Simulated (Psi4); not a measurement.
**S2 (SMILES S=S) at UBLYP/cc-pVTZ**

What is the vertical ionisation energy of S2 at UBLYP/cc-pVTZ? 

Program for the calculation: Psi4 1.11.

10 further runs of the same task are left out: 8 that didn't finish, 2 set aside as unsound or not needed.

## Step 1: The system as given

S2: 2 atoms, total charge 0, spin state triplet. As SMILES, `S=S`. Geometry: the measured bond length.

Bond lengths: S1–S2 1.889 Å.

## Step 2: Energy and forces at UBLYP/cc-pVTZ

Contents of calc.py:

```python
import psi4

psi4.set_memory(1600000000)
psi4.set_num_threads(1)
psi4.set_output_file('output.dat', False)

geom = psi4.geometry("""
0 3
S      0.000000     0.000000     0.000000
S      0.000000     0.000000     1.889200
units angstrom
symmetry c1
no_reorient
no_com
""")

psi4.set_options({
    'reference': 'uks',
    'puream': True,
    'e_convergence': 1e-09,
    'd_convergence': 1e-08,
    'scf_type': 'pk',
    'dft_radial_points': 99,
    'dft_spherical_points': 590,
    'maxiter': 100,
})

energy_value, wavefunction = psi4.gradient('blyp/cc-pVTZ', return_wfn=True)
psi4.oeprop(wavefunction, 'DIPOLE', 'QUADRUPOLE', 'WIBERG_LOWDIN_INDICES')
print('gradient / Eh bohr^-1')
print(energy_value.np.round(6))
print(f'energy = {wavefunction.energy():.10f} Eh')
```

Run with:

```sh
$ python calc.py
```

output.dat, shortened:

```text
[...]
  Running in c1 symmetry.
[...]
  Nuclear repulsion =   71.707265472962106
[...]
  Multiplicity = 3
[...]
  Nalpha       = 17
  Nbeta        = 15
[...]
    Number of basis functions: 68
[...]
   @UKS iter   1:  -796.34861141139152   -8.24736e-02   5.76134e-03 ADIIS/DIIS
[...]
   @UKS iter   9:  -796.41037749232351   -1.93268e-12   2.07304e-09 DIIS
[...]
   @S^2 Observed:                2.004244735E+00
[...]
    Orbital Energies [Eh]
    ---------------------
    Alpha Occupied:
       1A    -88.193038     2A    -88.193025     3A     -7.722664
       4A     -7.722515     5A     -5.751680     6A     -5.750889
       7A     -5.750238     8A     -5.750238     9A     -5.750174
      10A     -5.750174    11A     -0.762904    12A     -0.563396
      13A     -0.355979    14A     -0.329616    15A     -0.329616
      16A     -0.203897    17A     -0.203897
    Alpha Virtual:
      18A     -0.031144    19A      0.150847    20A      0.193856
      21A      0.193856    22A      0.210188    23A      0.234246
      24A      0.234247    25A      0.255122    26A      0.266410
[...]
  @UKS Final Energy:  -796.41037749232351
   => Energetics <=
    Nuclear Repulsion Energy =             71.7072654729621064
    One-Electron Energy =               -1242.1376173415674202
    Two-Electron Energy =                 425.3360272859868587
    DFT Exchange-Correlation Energy =     -51.3160529097049078
    Empirical Dispersion Energy =           0.0000000000000000
    VV10 Nonlocal Energy =                  0.0000000000000000
    Total Energy =                       -796.4103774923235051
[...]
  -Total Gradient:
     Atom            X                  Y                   Z
    ------   -----------------  -----------------  -----------------
       1       -0.000000000000    -0.000000000000     0.029236207040
       2        0.000000000000    -0.000000000000    -0.029236207041
[...]
 Multipole Moments:
 ------------------------------------------------------------------------------------
     Multipole            Electronic (a.u.)      Nuclear  (a.u.)        Total (a.u.)
 ------------------------------------------------------------------------------------
 L = 1.  Multiply by 2.5417464519 to convert [e a0] to [Debye]
 Dipole X            :          0.0000000            0.0000000            0.0000000
 Dipole Y            :          0.0000000            0.0000000            0.0000000
 Dipole Z            :        -57.1211295           57.1211295           -0.0000000
 Magnitude           :                                                    0.0000000
 L = 2.  Multiply by 1.3450342976 to convert [e a0^2] to [Debye ang]
 Quadrupole XX       :        -19.1623313            0.0000000          -19.1623313
 Quadrupole XY       :          0.0000000            0.0000000            0.0000000
[...]
```

On the terminal:

```text
gradient / Eh bohr^-1
[[-0.       -0.        0.029236]
 [ 0.       -0.       -0.029236]]
energy = -796.4103774923 Eh
```

Run time: 29 s. Hardware: 1 thread of AMD EPYC 7R43 (Zen 3), shared host; peak memory 0.63 GiB.

## Step 3: The doublet cation: the energy at UBLYP/cc-pVTZ

Contents of job.json:

```json
{
  "schema_name": "qcschema_input",
  "schema_version": 1,
  "molecule": {
    "schema_name": "qcschema_molecule",
    "schema_version": 2,
    "symbols": ["S", "S"],
    "geometry": [0.0, 0.0, 0.0, 0.0, 0.0, 3.57007059],
    "molecular_charge": 1,
    "molecular_multiplicity": 2,
    "fix_symmetry": "c1"
  },
  "driver": "energy",
  "model": {
    "method": "blyp",
    "basis": "cc-pVTZ"
  },
  "keywords": {
    "reference": "uks",
    "puream": true,
    "e_convergence": 1e-09,
    "d_convergence": 1e-08,
    "scf_type": "pk",
    "dft_radial_points": 99,
    "dft_spherical_points": 590,
    "maxiter": 100,
    "scf_properties": ["WIBERG_LOWDIN_INDICES", "MAYER_INDICES", "DIPOLE"]
  }
}
```

Run with:

```sh
$ psi4 --qcschema job.json -n 1 --memory 1600MB
```

stdout, shortened:

```text
[...]
  Running in c1 symmetry.
[...]
  Nuclear repulsion =   71.707265597793125
[...]
  Multiplicity = 2
[...]
  Nalpha       = 16
  Nbeta        = 15
[...]
    Number of basis functions: 68
[...]
   @UKS iter   1:  -796.05596144145591    2.10176e-01   3.61535e-03 ADIIS/DIIS
[...]
   @UKS iter  11:  -796.07032240650869   -1.02318e-12   2.90986e-09 DIIS
[...]
   @S^2 Observed:                7.525156092E-01
[...]
    Orbital Energies [Eh]
    ---------------------
    Alpha Occupied:
       1A    -88.522561     2A    -88.522548     3A     -8.045795
       4A     -8.045649     5A     -6.077237     6A     -6.077174
       7A     -6.073642     8A     -6.072865     9A     -6.071495
      10A     -6.071433    11A     -1.056077    12A     -0.850291
      13A     -0.639683    14A     -0.609757    15A     -0.608212
      16A     -0.480558
    Alpha Virtual:
      17A     -0.477567    18A     -0.298380    19A     -0.102934
      20A     -0.064098    21A     -0.062043    22A     -0.034437
      23A     -0.033075    24A     -0.006722    25A      0.019683
[...]
  @UKS Final Energy:  -796.07032240650869
   => Energetics <=
    Nuclear Repulsion Energy =             71.7072655977931248
    One-Electron Energy =               -1232.1903381263625761
    Two-Electron Energy =                 415.3917122618846065
    DFT Exchange-Correlation Energy =     -50.9789621398238282
    Empirical Dispersion Energy =           0.0000000000000000
    VV10 Nonlocal Energy =                  0.0000000000000000
    Total Energy =                       -796.0703224065086943
[...]
 Multipole Moments:
 ------------------------------------------------------------------------------------
     Multipole            Electronic (a.u.)      Nuclear  (a.u.)        Total (a.u.)
 ------------------------------------------------------------------------------------
 L = 1.  Multiply by 2.5417464519 to convert [e a0] to [Debye]
 Dipole X            :         -0.0000000            0.0000000           -0.0000000
 Dipole Y            :         -0.0000000            0.0000000           -0.0000000
 Dipole Z            :         -0.0000010            0.0000000           -0.0000010
 Magnitude           :                                                    0.0000010
[...]
```

The result, in JSON:

```text
{
 "driver": "energy",
 "model": {
  "method": "blyp",
  "basis": "cc-pVTZ"
 },
 "success": true,
 "return_result": -796.0703224065087,
 "properties": {
  "calcinfo_nbasis": 68,
  "calcinfo_nmo": 68,
  "calcinfo_nalpha": 16,
  "calcinfo_nbeta": 15,
  "calcinfo_natom": 2,
  "nuclear_repulsion_energy": 71.70726559779312,
  "return_energy": -796.0703224065087,
  "scf_one_electron_energy": -1232.1903381263626,
  "scf_two_electron_energy": 415.3917122618846,
  "scf_xc_energy": -50.97896213982383,
  "scf_dipole_moment": [-3.5138814550655594e-15, -1.3320126277893463e-14, -9.66205671248943e-07],
  "scf_total_energy": -796.0703224065087,
  "scf_iterations": 11
 }
}
```

It took 13 s on 1 thread of AMD EPYC 7R43 (Zen 3), shared host; peak memory 0.64 GiB.

## Step 4: Results

Level: UBLYP/cc-pVTZ.

```
                                          quantity          value
                          triplet S2: total energy  -796.41038 Eh
                         triplet S2: dipole moment         0.00 D
    triplet S2: HOMO energy (highest over α and β)       -5.55 eV
     triplet S2: LUMO energy (lowest over α and β)       -4.34 eV
                                  triplet S2: ⟨S²⟩          2.004
              triplet S2: largest force on an atom     1.503 eV/Å
                      doublet cation: total energy  -796.07032 Eh
doublet cation: HOMO energy (highest over α and β)      -13.08 eV
 doublet cation: LUMO energy (lowest over α and β)      -13.00 eV
                              doublet cation: ⟨S²⟩          0.753
vertical ionisation energy (to the doublet cation)       9.253 eV
```

Removing an electron at fixed nuclei costs 9.25 eV (213 kcal/mol). The largest force (triplet S2) is 1.50 eV/Å: the shape isn't a stationary point for this species at this level.
